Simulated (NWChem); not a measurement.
Species: Li2; SMILES [Li][Li]

All runs: NWChem. Pople sets run with spherical d functions. Coordinates come from a PBE0/def2-SVP optimisation. Level PBE/6-31G*: single points from the atomic guess with DIIS by default; each run changes one setting, and all converged runs end within 0.3 mHa of each other.

```json
[
 {"setting": "defaults", "SCF iterations": "5"},
 {"setting": "DIIS on 3 Fock matrices", "SCF iterations": "6"},
 {"setting": "DIIS on 20 Fock matrices", "SCF iterations": "5"},
 {"setting": "occupation smearing of 0.005 Ha", "SCF iterations": "5"},
 {"setting": "no level shifting", "SCF iterations": "5"},
 {"setting": "core-Hamiltonian guess", "SCF iterations": "7"}
]
```
